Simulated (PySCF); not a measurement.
Isomers of C2H4N (doublet state), one GFN2-xTB conformer each. Single-point energies are computed at B3LYP/pcH-1 (PySCF, gas phase, no added dispersion term), electronic only. GFN2-xTB treats the open shell by occupation alone, and not every SCF solution was tested for stability.

| SMILES | GFN2-xTB relative energy (kJ/mol) |
| --- | --- |
| [CH2]N=C | 0.0 |
| [H]/[C]=N/C | 47.9 |

Conformers: `[CH2:1][N:2]=[CH2:3]` (doublet state) with H–C1–N2–C3 22° and -163°.

**Question.** What does B3LYP/pcH-1 give for the same structures?

**Answer.** 
| SMILES | B3LYP/pcH-1 E (Eh) | B3LYP/pcH-1 (kJ/mol) | GFN2-xTB (kJ/mol) | point group |
| --- | --- | --- | --- | --- |
| [CH2]N=C | -133.30123 | 0.0 | 0.0 | C2 |
| [H]/[C]=N/C | -133.29140 | 25.8 | 47.9 | Cs |

Both levels put the same isomer lowest. 

**Question.** As an exercise, what shares would exp(−E/RT) give at 2000 K from these electronic energies alone (no entropy, no degeneracies)?

**Answer.** RT = 16.629 kJ/mol: [CH2]N=C 82.5 %, [H]/[C]=N/C 17.5 %.
